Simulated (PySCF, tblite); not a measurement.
**C5H10Cl radical: geometry, infrared bands and EPR parameters**

Aim: predict the infrared bands and EPR parameters of C5H10Cl radical (`CC(C)[CH]CCl`).

The runs use tblite 0.8.0 and PySCF 2.14.0, with density-fitted response routines of our own; the level of theory stands in each step. All values are computed, except where a source is named. Atoms are numbered from 0 throughout.

## 1. The starting structure

16 atoms, charge 0, multiplicity 2; geometry from: force field or distance geometry start.

Bonds of the start (Å): C0–C1 1.48, C1–C2 1.53, C1–C3 1.50, C3–C4 1.51, C4–Cl5 1.76, C0–H6 1.13, C0–H7 1.10, C0–H8 1.12, C1–H9 1.10, C2–H10 1.12, C2–H11 1.11, C2–H12 1.10, C3–H13 1.13, C4–H14 1.13, C4–H15 1.12.

## 2. Relaxing the molecule with GFN2-xTB

The job: settings as JSON, then the geometry in Å.

```
{"job": {"kind": "relax", "xc": "GFN2-xTB", "basis": "xTB"}, "charge": 0, "multiplicity": 2}
C     -0.551300     1.309200    -0.292500
C     -0.401100    -0.159900    -0.273100
C     -1.690600    -0.822400     0.208200
C      0.671800    -0.678600     0.643900
C      2.006600    -0.114400     0.233600
Cl     2.394300     1.418000     1.012800
H     -1.654300     1.554500    -0.270700
H     -0.043900     1.891200     0.486400
H     -0.193900     1.698600    -1.285500
H     -0.159300    -0.549800    -1.274800
H     -2.282100    -0.958400    -0.738000
H     -2.260900    -0.181700     0.911500
H     -1.434000    -1.810500     0.619700
H      0.766100    -1.784500     0.416100
H      2.012200     0.055300    -0.880700
H      2.812800    -0.857800     0.471700
```

Command:

```console
$ OMP_NUM_THREADS=1 python probes_run.py task.json out
```

The driver reads the jobs from task.json and runs them one after another.

**Question.** This job is followed by: GFN2-xTB harmonic vibrations, gas phase; UKS B3LYP, pcH-1 on C Cl H, non-relativistic, mean-field spin-orbit, GIAO. Predict these results of the whole session: strongest single infrared mode (GFN2-xTB); zero-point energy (GFN2-xTB); g(iso) (B3LYP); ⟨S²⟩; largest a(iso) (averaged by class); potential on the surface of density 0.002 e/bohr³, 1st and 99th percentile.

The runs gave:

```
                                                                  quantity                 value
                                 strongest single infrared mode (GFN2-xTB)  3038 cm⁻¹, 45 km/mol
                                              zero-point energy (GFN2-xTB)         84.7 kcal/mol
                                                            g(iso) (B3LYP)               2.00351
                                                                      ⟨S²⟩    0.756 (exact 0.75)
                                        largest a(iso) (averaged by class)   13C on C3, 80.6 MHz
potential on the surface of density 0.002 e/bohr³, 1st and 99th percentile    -0.95 V and 1.03 V
```

In words: Relaxing lowered the energy by 1.330 eV in 141 steps; the close pair that moved most is C4–Cl5, from 1.762 to 1.926 Å. All 42 modes are real, so the xTB geometry is a minimum. Unscaled tight-binding wavenumbers are off by several per cent, some by more. Its intensities can rank the bands wrongly. C3 carries the largest spin population, 0.90 e. The isotropic g lies 1.2 ppt above the free-electron value. These values are for one conformer; the search (at its own cheap level) found 1 more, at 0.33 kcal/mol, and measured spectra average over such forms.
